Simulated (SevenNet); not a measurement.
# Diamond

Method: the machine-learned potential SevenNet-0 (trained on PBE and PBE+U data).

Cell (relaxed at this level):

```
C
1.0
    0.00000     1.78563     1.78563
    1.78563     0.00000     1.78563
    1.78563     1.78563     0.00000
C
2
Direct
  0.50000   0.50000   0.50000
  0.75000   0.75000   0.75000
```

| Property | Result |
|---|---|
| equilibrium lattice constant a | 3.571 Å |
| volume per atom | 5.69 Å³/atom |

Measured, for comparison: lattice constant a 3.553 Å (static lattice: zero-point anharmonic expansion removed, our sources range from 3.543 to 3.555; as tabulated in Mejia-Rodriguez and Trickey (2018), arXiv:1807.09216); equilibrium volume per atom 5.61 Å³/atom (static lattice: zero-point anharmonic expansion removed; as tabulated in Mejia-Rodriguez and Trickey (2018), arXiv:1807.09216). Computed (rounded) less measured: lattice constant a +0.5 % (+0.5 % to +0.8 % over the range), equilibrium volume per atom +1.4 %.

A machine-learned potential is trained on density-functional data: it inherits that level's misses and adds fitting errors of its own.
